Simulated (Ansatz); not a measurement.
# BH4O2: the cost of one run

Method: UKS B3LYP/def2-SVP, in Ansatz 0.2.0.

## 1. Starting point

Bond lengths: B1–O3 1.410 Å, O3–H4 1.010 Å, B1–O5 1.410 Å, O5–H6 1.010 Å. Angles: B1–O3–H4 109.5°, O3–B1–O5 120.0°, B1–O5–H6 109.5°.

Structure file:

```xyz
7

B     0.0000    0.0000    0.0000
H     0.0000    0.0000    1.4400
O     1.2211    0.0000   -0.7050
H     1.5209   -0.9519   -0.8599
O    -1.2211    0.0000   -0.7050
H    -1.7308   -0.8467   -0.4965
H     0.0000    0.0000    2.4000
```

## 2. A restrained relaxation towards end A

Springs on the bonds that form and break draw the guess towards this end; the thresholds are loose.

Contents of input.yaml:

```yaml
crystal:
  periodic: [false, false, false]
  atoms:
    - { symbol: B, position_ang: [0.0, 0.0, 0.0] }
    - { symbol: H, position_ang: [0.0, 0.0, 1.44] }
    - { symbol: O, position_ang: [1.2211, 0.0, -0.705] }
    - { symbol: H, position_ang: [1.5209, -0.9519, -0.8599] }
    - { symbol: O, position_ang: [-1.2211, 0.0, -0.705] }
    - { symbol: H, position_ang: [-1.7308, -0.8467, -0.4965] }
    - { symbol: H, position_ang: [0.0, 0.0, 2.4] }
magnetization:
  spin_polarized: true
  initial_magnetization: 1
basis:
  gaussian: { orbitals: def2-SVP }
hamiltonian:
  xc: b3lyp
relax:
  f_tol: 0.15
  max_steps: 25
  restrain:
    - { distance: [1, 6], at: 1.86, k: 30.0 }
    - { distance: [0, 1], at: 1.19, k: 30.0 }
output:
  orbitals: {}
```

Run with:

```sh
$ ansatz run input.yaml --threads 1 --pin off --max-ram 2048MiB --backend cpu --events-out ev --progress --plain --runs-dir out
```

**Question.** How long does this run take on 1 thread of Arm Neoverse V2, shared host, and how much memory does it need?

About 23 s, with a peak of 0.13 GiB.
